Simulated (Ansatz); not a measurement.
Basis-set series for `N=C=CF`. Total charge 0; spin multiplicity 1. The geometry is a stationary point of PBE0-D4/def2-TZVP. It is one conformer, not always the lowest.

```
atom   x (Å)   y (Å)   z (Å)
  N1   1.343   0.885   0.042
  C2   0.342   0.186   0.046
  C3  -0.670  -0.635   0.169
  F4  -0.869  -1.636  -0.706
  H5   1.264   1.746  -0.502
  H6  -1.410  -0.546   0.951
```

```tsv
functional	basis	functions	energy (Eh)	HOMO (eV)	LUMO (eV)
PBE0-D4	def2-SVP	66	-231.50428	-6.68	-0.99
PBE0-D4	def2-QZVPP	288	-231.79074	-6.91	-1.28
ωB97M-V	def2-SVP	66	-231.67459	-8.86	1.40
ωB97M-V	def2-QZVPP	288	-231.96886	-9.13	0.95
```

Problem. Give the rows for def2-TZVPP. (An estimate is asked.)

Solution. Computed: 
| functional | basis | functions | energy (Eh) | HOMO (eV) | LUMO (eV) |
| --- | --- | --- | --- | --- | --- |
| PBE0-D4 | def2-TZVPP | 152 | -231.77832 | -6.87 | -1.21 |
| ωB97M-V | def2-TZVPP | 152 | -231.95718 | -9.08 | 1.09 |

Positive LUMOs are unbound and depend on the basis.
